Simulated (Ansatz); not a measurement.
Two isomers of C4H8S: A = `C=CCCS`, B = `CC1CCS1`.

Computed with Ansatz on PBE0-D4/def2-TZVP structures; ΔE is electronic, products minus reactants. CBS: MP2 limit from def2 TZ/QZ plus the TZ coupled-cluster correction, frozen cores. Functionals use def2-TZVPP. B3LYP here is the variant with VWN-RPA as its local correlation; programs differ in this. Each species was taken in one conformer, which may not be the lowest.

Problem. Which is lower in electronic energy at CCSD(T)/CBS, and by how much? (An estimate is asked.)

Solution. The calculation gave: B, by 20.6 kJ/mol.

Problem. Give E(B) − E(A) in kJ/mol with PBE-D4, B3LYP-D4, MP2/def2-TZVPP, CCSD(T)/def2-TZVPP, r2SCAN-D4, CCSD/def2-TZVPP, PBE0-D4. (Estimate.)

Solution. Ansatz gave: PBE-D4 -28.6, B3LYP-D4 -11.9, MP2/def2-TZVPP -30.5, CCSD(T)/def2-TZVPP -20.8, r2SCAN-D4 -23.3, CCSD/def2-TZVPP -20.0, PBE0-D4 -33.9. None reverses the order clearly.

Largest T1 diagnostic: 0.010.

In def2-TZVPP, CCSD(T) changes the Hartree–Fock value by −13.5 kJ/mol (the triples alone add −0.8 kJ/mol) and MP2 by −23.3 kJ/mol. From PBE to PBE0 (25 % exact exchange), in def2-TZVPP and without D4, E(B) − E(A) moves by −5.5 kJ/mol.
